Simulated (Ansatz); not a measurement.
One change: `F[SiH2]P` becomes `N[SiH2]F`.

Ansatz, PBE0-D4/def2-TZVP geometries, multiplicity 1. Each molecule was computed in one conformer, which needn't be the lowest.

| property | `F[SiH2]P` |
| --- | --- |
| size of the dipole moment (PBE/def2-TZVPP) / D | 1.52 |
| HOMO–LUMO gap (ωB97M-V/def2-TZVPP) / eV | 11.58 |
| LUMO energy (ωB97M-V/def2-TZVPP) / eV | 1.63 |
| HOMO energy (ωB97M-V/def2-TZVPP) / eV | -9.96 |
| HOMO energy (B3LYP/def2-TZVPP) / eV | -7.65 |
| HOMO energy (PBE0/def2-TZVPP) / eV | -7.87 |

Problem. Give the same properties after the change, and the shifts. (Best estimate.)

Solution. Ansatz gave: 
| property | `N[SiH2]F` | shift |
| --- | --- | --- |
| size of the dipole moment (PBE/def2-TZVPP) / D | 1.98 | 0.46 |
| HOMO–LUMO gap (ωB97M-V/def2-TZVPP) / eV | 12.61 | 1.03 |
| LUMO energy (ωB97M-V/def2-TZVPP) / eV | 2.02 | 0.39 |
| HOMO energy (ωB97M-V/def2-TZVPP) / eV | -10.59 | -0.63 |
| HOMO energy (B3LYP/def2-TZVPP) / eV | -7.89 | -0.24 |
| HOMO energy (PBE0/def2-TZVPP) / eV | -8.15 | -0.28 |

With PBE0 the HOMO falls by 0.28 eV and the LUMO rises by 0.74 eV, so the gap widens by about 1.02 eV. PBE moves the HOMO by 0.07 eV and ωB97M-V by -0.63 eV. Dipoles are sizes alone; their direction can turn.

B3LYP here is the variant with VWN-RPA as its local correlation; programs differ in this.
